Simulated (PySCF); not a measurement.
# C4H3FO: electronic excitations and core binding energies

Aim: predict the electronic excitations and core binding energies of C4H3FO (`O=C1C=C(F)C1`).

Programs: PySCF 2.14.0, with density-fitted response routines of our own. Each step states its level of theory. These are calculated values for one molecule in the gas phase, unless marked as measured. Atoms count from 0, in the outputs and in this text.

## Step 1: The molecule as given

9 atoms, charge 0, multiplicity 1; geometry from: GFN2-xTB.

Bonds of the start (Å): O0–C1 1.19, C1–C2 1.48, C2–C3 1.34, C3–F4 1.32, C3–C5 1.50, C5–C1 1.55, C2–H6 1.07, C5–H7 1.09, C5–H8 1.09.

## Step 2: Excited states and response: B3LYP/def2-SVPD

The job: settings as JSON, then the geometry in Å.

```
{"job": {"kind": "uv", "xc": "B3LYP", "basis": "def2-SVPD", "nstates": 8, "ntriplets": 3}, "charge": 0, "multiplicity": 1}
O      2.236459     0.323003     0.008420
C      1.048048     0.232131    -0.017661
C     -0.089855     1.135676    -0.283392
C     -0.952664     0.132109    -0.073430
F     -2.268988     0.045907    -0.104204
C      0.056444    -0.939465     0.228105
H     -0.181001     2.173086    -0.539001
H      0.048022    -1.337087     1.241479
H      0.117096    -1.759366    -0.485494
```

Method: TDDFT B3LYP/def2-SVPD, vertical, gas phase, core orbitals frozen in the response.

The run is started by

```
$ OMP_NUM_THREADS=1 python probes_run.py task.json out
```

One launch serves the whole session: the jobs run in the order shown.

What it wrote:

```text
coarse grid: 8376 points
cycle   1  E = -328.7894861993  dE =  1.129e+00  |g| = 8.725e-01  |ddm| = 4.885e+00
cycle   2  E = -328.0927384986  dE =  6.967e-01  |g| = 2.005e+00  |ddm| = 3.662e+00
cycle   3  E = -328.9367483628  dE = -8.440e-01  |g| = 2.134e-01  |ddm| = 3.142e+00
cycle   4  E = -328.9453725578  dE = -8.624e-03  |g| = 9.250e-02  |ddm| = 3.505e-01
cycle   5  E = -328.9468153870  dE = -1.443e-03  |g| = 2.706e-02  |ddm| = 8.883e-02
cycle   6  E = -328.9469584102  dE = -1.430e-04  |g| = 6.537e-03  |ddm| = 4.307e-02
cycle   7  E = -328.9469663032  dE = -7.893e-06  |g| = 1.744e-03  |ddm| = 8.443e-03
final grid: 83760 points
cycle   8  E = -329.0074420698  dE = -1.718e-05  |g| = 7.631e-03  |ddm| = 8.214e-02
cycle   9  E = -329.0074014548  dE =  4.062e-05  |g| = 1.628e-02  |ddm| = 2.421e-02
cycle  10  E = -329.0074535459  dE = -5.209e-05  |g| = 1.422e-03  |ddm| = 1.630e-02
cycle  11  E = -329.0074539670  dE = -4.210e-07  |g| = 2.180e-04  |ddm| = 1.754e-03
cycle  12  E = -329.0074539728  dE = -5.844e-09  |g| = 1.090e-04  |ddm| = 2.762e-04
cycle  13  E = -329.0074539750  dE = -2.211e-09  |g| = 2.342e-05  |ddm| = 1.783e-04
cycle  14  E = -329.0074539751  dE = -1.230e-10  |g| = 1.008e-05  |ddm| = 6.082e-05
converged SCF energy = -329.0074539751

Static polarisability (au): isotropic 48.479, principal 33.337 50.387 61.713

Singlet excitations
state   eV       nm        f      main configurations
  1   4.1558    298.3   0.00002   H->L 0.97
  2   6.1468    201.7   0.14814   H-1->L 0.90
  3   6.3243    196.0   0.00052   H->L+2 0.96
  4   6.6480    186.5   0.01949   H->L+1 0.97
  5   7.2998    169.8   0.00555   H-1->L+1 0.98
  6   7.4612    166.2   0.00030   H-2->L 0.98
  7   7.6420    162.2   0.01038   H->L+3 0.87
  8   7.8741    157.5   0.01791   H->L+4 0.57, H-1->L+2 0.17, H-3->L 0.11

Triplet excitations (Tamm-Dancoff, eV): 3.7313 4.1385 6.0993
```

Run time: 9.2 s. Hardware: 1 thread of AMD EPYC 7R43, shared host; peak memory 0.6 GiB.

The orbitals next to the gap, with their largest atomic shares:

| orbital | eV | atoms |
| --- | --- | --- |
| HOMO−3 | -10.77 | O0 44 %, C1 22 %, C5 16 % |
| HOMO−2 | -10.68 | F4 25 %, C5 24 %, C3 21 % |
| HOMO−1 | -8.20 | C2 33 %, C3 24 %, O0 11 % |
| HOMO | -7.40 | O0 58 %, C5 14 %, C1 13 % |
| LUMO | -1.67 | C3 31 %, O0 20 %, C1 20 % |
| LUMO+1 | 0.15 | C3 31 %, F4 15 %, C5 14 % |
| LUMO+2 | 0.35 | C2 26 %, C1 21 %, O0 14 % |

With each of the 8 states as a Gaussian band of 0.4 eV half-width at 1/e, the curve within the window shown has maxima at 202 nm (ε 6,200), 160 nm (ε 1,100) L/(mol cm). Beyond the last state computed it falls off for lack of states. The curve at chosen wavelengths:

| nm | ε (L/mol/cm) |
| --- | --- |
| 152 | 487 |
| 160 | 1121 |
| 168 | 707 |
| 176 | 532 |
| 184 | 1401 |
| 191 | 3436 |
| 199 | 5978 |
| 207 | 5299 |
| 215 | 2542 |
| 223 | 739 |
| 231 | 145 |
| 239 | 21 |
| 247 | 2 |
| 254 | 0 |
| 262 | 0 |
| 270 | 0 |
| 278 | 0 |
| 286 | 1 |
| 294 | 1 |
| 302 | 1 |
| 310 | 1 |
| 317 | 1 |
| 325 | 0 |
| 333 | 0 |
| 341 | 0 |
| 349 | 0 |

Further results of this job:

| property | computed |
| --- | --- |
| dipole moment (D) | 2.36 |
| polarisability (Å³) | 7.18 |
| HOMO–LUMO gap (eV) | 5.73 |
| −ε(HOMO) (eV) | 7.40 |

## Step 3: Core holes by ΔSCF: SCAN, X2C

The job, as its differences from that of step 2:

```diff
@@ -1,2 +1,2 @@
-{"job": {"kind": "uv", "xc": "B3LYP", "basis": "def2-SVPD", "nstates": 8, "ntriplets": 3}, "charge": 0, "multiplicity": 1}
+{"job": {"kind": "xps"}, "charge": 0, "multiplicity": 1}
 O      2.236459     0.323003     0.008420
```

With the program's defaults for keys left out, this is: delta-SCF UKS SCAN, pcX-2 on the ionised atom, pcseg-1 elsewhere, spin-free X2C.

What it wrote:

```text
ground state, core basis on atom 0 (O), 130 functions
  cycle   1  E = -329.12396661  |g| = 9.14e-01
  cycle   2  E = -326.48306781  |g| = 2.91e+00
  cycle   3  E = -329.17642203  |g| = 6.24e-01
  cycle   4  E = -329.27975254  |g| = 1.46e-01
  cycle   5  E = -329.28096704  |g| = 1.18e-01
  cycle   6  E = -329.28347154  |g| = 3.70e-02
  cycle   7  E = -329.28375593  |g| = 1.50e-02
  cycle   8  E = -329.28381177  |g| = 3.75e-03
  cycle   9  E = -329.28381503  |g| = 1.71e-03
  cycle  10  E = -329.28381470  |g| = 4.30e-04
  E(ground) = -329.28758769 Eh
hole in O 1s of atom 0
  cycle   1  E = -308.67878497  |g| = 2.22e+00
  cycle   2  E = -307.73599233  |g| = 2.38e+00
  cycle   3  E = -309.21828810  |g| = 7.48e-01
  cycle   4  E = -309.33168357  |g| = 5.83e-01
  cycle   5  E = -309.50504033  |g| = 1.28e-01
  cycle   6  E = -309.51006495  |g| = 7.96e-02
  cycle   7  E = -309.51260504  |g| = 2.34e-02
  cycle   8  E = -309.51282493  |g| = 4.47e-03
  cycle   9  E = -309.51283434  |g| = 2.06e-03
  cycle  10  E = -309.51283589  |g| = 1.34e-03
  cycle  11  E = -309.51283770  |g| = 3.63e-04
  E(ion) = -309.51791990 Eh   <S^2> = 0.7669   hole on atom = 1.000   binding energy = 537.960 eV
ground state, core basis on atom 1 (C), 130 functions
  cycle   1  E = -329.26128425  |g| = 8.86e-02
  cycle   2  E = -329.25615513  |g| = 1.74e-01
  cycle   3  E = -329.26200768  |g| = 2.94e-02
  cycle   4  E = -329.26214523  |g| = 1.25e-02
  cycle   5  E = -329.26218761  |g| = 2.10e-03
  cycle   6  E = -329.26218888  |g| = 6.51e-04
  cycle   7  E = -329.26218863  |g| = 1.78e-04
  E(ground) = -329.26853100 Eh
hole in C 1s of atom 1
  cycle   1  E = -317.91105732  |g| = 1.51e+00
  cycle   2  E = -316.09193717  |g| = 2.37e+00
  cycle   3  E = -318.06509909  |g| = 8.95e-01
  cycle   4  E = -318.20911784  |g| = 7.59e-01
  cycle   5  E = -318.44261746  |g| = 2.44e-01
  cycle   6  E = -318.46207384  |g| = 1.25e-01
  cycle   7  E = -318.46737697  |g| = 2.84e-02
  cycle   8  E = -318.46778836  |g| = 8.31e-03
  cycle   9  E = -318.46784494  |g| = 5.77e-03
  cycle  10  E = -318.46787553  |g| = 3.23e-03
  cycle  11  E = -318.46789829  |g| = 2.04e-03
  cycle  12  E = -318.46790728  |g| = 1.09e-03
  cycle  13  E = -318.46790966  |g| = 3.56e-04
  E(ion) = -318.47273139 Eh   <S^2> = 0.7932   hole on atom = 1.000   binding energy = 293.769 eV
ground state, core basis on atom 2 (C), 130 functions
  cycle   1  E = -329.25801634  |g| = 6.17e-02
  cycle   2  E = -329.25744967  |g| = 5.62e-02
  cycle   3  E = -329.25761573  |g| = 4.94e-02
  cycle   4  E = -329.25815485  |g| = 1.22e-02
  cycle   5  E = -329.25818890  |g| = 2.28e-03
  cycle   6  E = -329.25818941  |g| = 4.91e-04
  E(ground) = -329.26555397 Eh
hole in C 1s of atom 2
  cycle   1  E = -317.98476180  |g| = 1.52e+00
  cycle   2  E = -316.64462342  |g| = 2.26e+00
  cycle   3  E = -318.32744501  |g| = 7.59e-01
  cycle   4  E = -318.43174284  |g| = 5.66e-01
  cycle   5  E = -318.54215875  |g| = 1.86e-01
  cycle   6  E = -318.55597896  |g| = 6.39e-02
  cycle   7  E = -318.55731280  |g| = 2.28e-02
  cycle   8  E = -318.55752714  |g| = 7.73e-03
  cycle   9  E = -318.55756296  |g| = 3.49e-03
  cycle  10  E = -318.55757275  |g| = 1.78e-03
  cycle  11  E = -318.55757793  |g| = 8.57e-04
  cycle  12  E = -318.55757795  |g| = 3.45e-04
  E(ion) = -318.56449880 Eh   <S^2> = 0.7823   hole on atom = 1.000   binding energy = 291.191 eV
ground state, core basis on atom 3 (C), 130 functions
  cycle   1  E = -329.26166651  |g| = 5.98e-02
  cycle   2  E = -329.26148074  |g| = 3.64e-02
  cycle   3  E = -329.26140455  |g| = 4.12e-02
  cycle   4  E = -329.26175980  |g| = 6.55e-03
  cycle   5  E = -329.26176859  |g| = 1.18e-03
  cycle   6  E = -329.26176829  |g| = 6.22e-04
  cycle   7  E = -329.26176950  |g| = 1.60e-04
  E(ground) = -329.26915502 Eh
hole in C 1s of atom 3
  cycle   1  E = -317.88091903  |g| = 1.51e+00
  cycle   2  E = -312.55505056  |g| = 3.29e+00
  cycle   3  E = -316.52531767  |g| = 1.99e+00
  cycle   4  E = -318.34059136  |g| = 5.51e-01
  cycle   5  E = -318.25857542  |g| = 7.01e-01
  cycle   6  E = -318.44356419  |g| = 1.63e-01
  cycle   7  E = -318.45417067  |g| = 3.57e-02
  cycle   8  E = -318.45499625  |g| = 1.37e-02
  cycle   9  E = -318.45522250  |g| = 1.12e-02
  cycle  10  E = -318.45544125  |g| = 6.60e-03
  cycle  11  E = -318.45560518  |g| = 4.54e-03
  cycle  12  E = -318.45565210  |g| = 2.22e-03
  cycle  13  E = -318.45565757  |g| = 1.13e-03
  cycle  14  E = -318.45566149  |g| = 5.65e-04
  cycle  15  E = -318.45566234  |g| = 3.71e-04
  E(ion) = -318.46280973 Eh   <S^2> = 0.8743   hole on atom = 1.000   binding energy = 294.056 eV
ground state, core basis on atom 4 (F), 130 functions
  cycle   1  E = -329.29984555  |g| = 1.22e-01
  cycle   2  E = -329.29824352  |g| = 1.07e-01
  cycle   3  E = -329.29901088  |g| = 8.13e-02
  cycle   4  E = -329.30020511  |g| = 1.81e-02
  cycle   5  E = -329.30028032  |g| = 2.52e-03
  cycle   6  E = -329.30028196  |g| = 9.48e-04
  cycle   7  E = -329.30028354  |g| = 2.66e-04
  E(ground) = -329.30853364 Eh
hole in F 1s of atom 4
  cycle   1  E = -302.88127157  |g| = 2.58e+00
  cycle   2  E = -300.19712268  |g| = 2.94e+00
  cycle   3  E = -301.77820746  |g| = 1.88e+00
  cycle   4  E = -303.72222655  |g| = 3.73e-01
  cycle   5  E = -303.71038537  |g| = 3.67e-01
  cycle   6  E = -303.77173348  |g| = 1.37e-01
  cycle   7  E = -303.77971177  |g| = 3.52e-02
  cycle   8  E = -303.78018417  |g| = 9.93e-03
  cycle   9  E = -303.78022834  |g| = 4.07e-03
  cycle  10  E = -303.78024078  |g| = 1.65e-03
  cycle  11  E = -303.78024906  |g| = 1.30e-03
  cycle  12  E = -303.78025631  |g| = 1.18e-03
  cycle  13  E = -303.78027654  |g| = 7.35e-04
  cycle  14  E = -303.78028265  |g| = 4.04e-04
  E(ion) = -303.79513304 Eh   <S^2> = 0.7629   hole on atom = 1.000   binding energy = 694.255 eV
ground state, core basis on atom 5 (C), 130 functions
  cycle   1  E = -329.25499737  |g| = 1.05e-01
  cycle   2  E = -329.25177738  |g| = 1.64e-01
  cycle   3  E = -329.25610958  |g| = 2.44e-02
  cycle   4  E = -329.25614867  |g| = 1.86e-02
  cycle   5  E = -329.25624121  |g| = 2.62e-03
  cycle   6  E = -329.25624275  |g| = 1.02e-03
  cycle   7  E = -329.25624398  |g| = 3.36e-04
  E(ground) = -329.26304259 Eh
hole in C 1s of atom 5
  cycle   1  E = -317.97544916  |g| = 1.51e+00
  cycle   2  E = -316.69310132  |g| = 2.23e+00
  cycle   3  E = -318.28014597  |g| = 7.84e-01
  cycle   4  E = -318.39287256  |g| = 5.90e-01
  cycle   5  E = -318.52912085  |g| = 1.42e-01
  cycle   6  E = -318.53593123  |g| = 7.00e-02
  cycle   7  E = -318.53754754  |g| = 1.91e-02
  cycle   8  E = -318.53768379  |g| = 9.13e-03
  cycle   9  E = -318.53772116  |g| = 4.47e-03
  cycle  10  E = -318.53773341  |g| = 1.80e-03
  cycle  11  E = -318.53773592  |g| = 1.11e-03
  cycle  12  E = -318.53773967  |g| = 5.25e-04
  cycle  13  E = -318.53773955  |g| = 3.61e-04
  E(ion) = -318.54394622 Eh   <S^2> = 0.7708   hole on atom = 1.000   binding energy = 291.681 eV
```

It took 20 s on 1 thread of AMD EPYC 7R43, shared host; peak memory 0.43 GiB.

Binding energies by hole, beside the orbital energy of the ground state; the difference holds orbital relaxation and, for a density functional, its self-interaction error:

| hole | stands for | environment | ΔSCF (eV) | −ε (eV) | ⟨S²⟩ |
| --- | --- | --- | --- | --- | --- |
| O1s on O0 | O0 | ketone oxygen | 537.96 | 516.7 | 0.767 |
| C1s on C1 | C1 | ketone carbonyl carbon | 293.77 | 276.5 | 0.793 |
| C1s on C2 | C2 | α carbon of a C=C–C=O unit | 291.19 | 274.4 | 0.782 |
| C1s on C3 | C3 | β carbon of a C=C–C=O unit | 294.06 (doubtful) | 277.3 | 0.874 |
| F1s on F4 | F4 | vinylic fluorine | 694.25 | 668.5 | 0.763 |
| C1s on C5 | C5 | sp3 CH2 α to a carbonyl | 291.68 | 274.6 | 0.771 |

Doubtful: the ion did not converge, its hole moved, or its ⟨S²⟩ is well above 0.75.

## Step 4: What came out

| quantity | value |
| --- | --- |
| lowest singlet (B3LYP/def2-SVPD) | 4.16 eV (298 nm), f = 0.000 |
| brightest single state of those computed | state 2, 6.15 eV, f = 0.148 |
| lowest triplet | 3.73 eV |
| C1s binding energies, SCAN/pcX-2 (standing for 3 of 4 atoms) | C1 293.77, C5 291.68, C2 291.19 eV |
| O1s binding energies, SCAN/pcX-2 | O0 537.96 eV |
| F1s binding energies, SCAN/pcX-2 | F4 694.25 eV |

**Reading.** The first singlet state (HOMO→LUMO 0.97) lies at 4.16 eV and is dark; of the 8 states computed, the strongest absorption comes from state 2 at 6.15 eV. The lowest triplet lies 0.42 eV below the lowest singlet (triplets in Tamm-Dancoff, singlets in full TDDFT). C1 (ketone carbonyl carbon) binds its C1s electron 2.58 eV more tightly than C2 (α carbon of a C=C–C=O unit). Only 3 of the 4 C atoms are covered by sound results.
